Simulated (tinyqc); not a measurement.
Stretching all distances: RHF, UHF, MP2, CISD and CCSD against full CI in the sto-6g basis, for H2O, spin multiplicity 1. Computed by the program tinyqc with PySCF. All coordinates are multiplied by the scale. c0^2 is the weight of the RHF determinant in the lowest singlet FCI state (UHF is spin-contaminated and may lie near states of higher spin) and n(LUMO) the first natural occupation beyond the occupied space.

Geometry (angstrom):
```
atom       x        y       z
O     0.0000   0.0000  0.0000
H     0.0000   0.7640  0.4800
H     0.0000  -0.7640  0.4800
```

Full CI energy (hartree) and errors against it (kcal/mol):
```
scale  distance 1-2 (angstrom)     E(FCI)      RHF     UHF     MP2    CISD    CCSD  <S^2> UHF   c0^2  n(LUMO)
0.970                    0.875  -75.68137   24.522  24.522   6.635   0.259   0.066      0.000  0.982    0.019
1.180                    1.065  -75.72140   40.171  40.171  12.533   0.896   0.152      0.000  0.958    0.045
1.380                    1.245  -75.67361   62.731  62.730  21.540   2.748   0.334      0.011  0.911    0.098
1.590                    1.435  -75.60568   95.161  62.450  34.534   7.428   0.603      1.074  0.829    0.196
1.800                    1.624  -75.54623  135.847  41.636  50.016  16.187   0.219      1.547  0.713    0.339
2.000                    1.805  -75.50629  180.237  23.444  65.292  28.102  -2.759      1.772  0.580    0.501
```

What does the comparison show, and why?

UHF parts from RHF first at scale 1.38 of those listed, where <S^2> leaves zero. The weight c0^2 goes from 0.98 to 0.58 and n(LUMO) from 0.02 to 0.50: static correlation grows as the bonds break into open-shell fragments. The spread of the error along the curve, which distorts its shape, is CCSD 3.4, CISD 27.8, UHF 39.3, MP2 58.7, RHF 155.7 kcal/mol. Below FCI somewhere: CCSD, as non-variational methods may be. The table stops here: at scale 2.21 and beyond, the reference weight falls under 0.45 or RHF, UHF or CCSD hop between solutions, so those rows were left out and the spreads given cover only the rows shown. As computed, partly on other solutions, the errors there reach in size RHF 228, UHF 40, MP2 97, CISD 46, CCSD 4 kcal/mol.
